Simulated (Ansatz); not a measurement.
How methods differ on AlNH2Cl (SMILES [NH2][Al][Cl])

AlNH2Cl has 5 atoms, charge 0, and is taken as a doublet. SMILES: `[NH2][Al][Cl]`. The coordinates come from a PBE0-D4/def2-TZVP relaxation. This is one conformer, not always the lowest.

| atom | x (Å) | y (Å) | z (Å) |
| --- | --- | --- | --- |
| N | -0.5494 | 0.4617 | -0.2320 |
| Al | 0.4026 | -0.2916 | 1.0491 |
| Cl | 1.9070 | -1.6497 | 0.4408 |
| H | -1.2936 | 1.1233 | -0.0835 |
| H | -0.4166 | 0.2827 | -1.2159 |

Quantity: the energy change with the N1–Al2 bond stretched from 1.765 to 4.412 Å, in eV. The values are calculated.

```json
{"level": "UHF/STO-3G", "kind": "Hartree–Fock", "program": "Ansatz", "value (eV)": "2.17", "less FCI/STO-3G": "-0.05", "CPU time (all runs)": "0.59 s"}
{"level": "U-revPBE/STO-3G", "kind": "GGA", "program": "Ansatz", "value (eV)": "3.00", "less FCI/STO-3G": "+0.78", "CPU time (all runs)": "4.2 s"}
{"level": "U-r2SCAN/STO-3G", "kind": "meta-GGA", "program": "Ansatz", "value (eV)": "3.16", "less FCI/STO-3G": "+0.94", "CPU time (all runs)": "14 s"}
{"level": "U-r2SCAN0/STO-3G", "kind": "hybrid meta-GGA", "program": "Ansatz", "value (eV)": "3.02", "less FCI/STO-3G": "+0.80", "CPU time (all runs)": "12 s"}
{"level": "U-wB97M-V/STO-3G", "kind": "range-separated hybrid", "program": "Ansatz", "value (eV)": "2.93", "less FCI/STO-3G": "+0.71", "CPU time (all runs)": "56 s"}
{"level": "UHSE06/STO-3G", "kind": "range-separated hybrid", "program": "Ansatz", "value (eV)": "3.04", "less FCI/STO-3G": "+0.82", "CPU time (all runs)": "5.8 s"}
{"level": "UB2PLYP/STO-3G", "kind": "double hybrid", "program": "Ansatz", "value (eV)": "2.73", "less FCI/STO-3G": "+0.51", "CPU time (all runs)": "5.2 s"}
{"level": "UMP2/STO-3G", "kind": "perturbation theory", "program": "Ansatz", "value (eV)": "2.43", "less FCI/STO-3G": "+0.21", "CPU time (all runs)": "0.52 s"}
{"level": "UCCSD(T)/STO-3G", "kind": "coupled cluster or CI", "program": "Ansatz", "value (eV)": "2.21", "less FCI/STO-3G": "-0.01", "CPU time (all runs)": "0.81 s"}
{"level": "FCI/STO-3G", "kind": "exact in the basis", "program": "Ansatz", "value (eV)": "2.22", "less FCI/STO-3G": "0.00", "CPU time (all runs)": "1.7 min"}
```

FCI/STO-3G is exact within its basis and frozen core, so for wave-function methods in that basis the difference is their error; functionals converge differently with the basis, so for them it is only a difference. The first shape isn't each level's own minimum. The values span 2.17 to 3.16 eV. All rows use very small basis sets, so even the best lies far from the true value. Times are those of the runs behind each value, whatever else they computed, on shared processors of several kinds: orders of magnitude only.
